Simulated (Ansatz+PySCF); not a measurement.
A calculation with PySCF 2.14.0.

```python
from pyscf import gto, scf, mp

# the (T+d) and (D+d) sets load through basis_set_exchange
mol = gto.M(atom="""
C -1.216590 0.022270 0.022770
H -1.692040 0.975570 0.206000
H -1.743810 -0.909390 -0.128620
S 0.564220 -0.079710 -0.080340
H 0.878240 1.239170 -0.172100
H 0.929360 -0.169420 1.237710
""", basis={'C': 'cc-pvtz', 'H': 'cc-pvtz', 'S': 'cc-pv(t+d)z'}, charge=1, spin=1)
mf = scf.UHF(mol)
mf.kernel()
pt = mp.MP2(mf, frozen=6).run()
print(mf.e_tot, pt.e_corr, pt.e_tot)
```

The script is written out from the run's settings.

Output:

```
Converged                       : yes
Reference energy                : -437.42637 hartree
Correlation energy              : -0.31805 hartree
Total energy                    : -437.74442 hartree
Spin squared of the determinant : 0.766
```
